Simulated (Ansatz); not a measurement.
Relaxation of CH$_{6}$AlF (9 atoms, charge 0, multiplicity 1), to a largest force component of 0.03 eV/Å in at most 50 steps.

The calculation used Ansatz, RKS B3LYP/6-31G*.

```xyz
9
Properties=species:S:1:pos:R:3:forces:R:3
Al 0.012 -0.176 -0.061 0.11 0.33 -0.43
H 0.021 -0.213 1.514 -0.04 -0.07 0.48
C 1.714 -0.121 -1.033 0.03 0.05 0.06
H 2.131 -1.116 -1.235 -0.04 -0.08 0.01
H 1.609 0.379 -2.002 -0.03 0.02 -0.05
H 2.472 0.423 -0.459 0.05 0.02 0.01
H -1.385 -0.271 -0.809 -0.06 -0.01 0.05
F 0.022 2.372 1.278 -0.02 0.06 -0.46
H -0.024 1.621 1.834 0.01 -0.32 0.32
```

Question: Where does it end, and by what steps?

Answer: The forces met the threshold. After 10 steps the energy has fallen by 0.339 eV; F8 moved furthest, 0.61 Å. Joined: Al1–F8 (2.88 → 2.07 Å).

| step | energy less start (eV) | largest force component (eV/Å) | accepted |
| --- | --- | --- | --- |
| 0 | 0.0000 | 0.480 | yes |
| 1 | -0.0926 | 1.030 | yes |
| 2 | -0.2376 | 1.061 | yes |
| 3 | -0.3298 | 0.199 | yes |
| 4 | -0.3355 | 0.118 | yes |
| 5 | -0.3376 | 0.045 | yes |
| 6 | -0.3384 | 0.063 | yes |
| 7 | -0.3387 | 0.055 | yes |
| 8 | -0.3391 | 0.050 | yes |
| 9 | -0.3393 | 0.041 | yes |
| 10 | -0.3395 | 0.024 | yes |

```xyz
9
Properties=species:S:1:pos:R:3
Al 0.038 0.064 0.039
H 0.102 -0.231 1.657
C 1.717 -0.033 -0.974
H 1.945 -1.076 -1.237
H 1.667 0.525 -1.918
H 2.578 0.345 -0.408
H -1.392 -0.133 -0.630
F -0.066 1.970 0.834
H -0.017 1.468 1.663
```

Whether the end is a true minimum wasn't checked by a vibrational analysis.

The run took 25 s on 1 thread of Arm Neoverse V1, with other jobs on the host, peak memory 0.13 GiB.
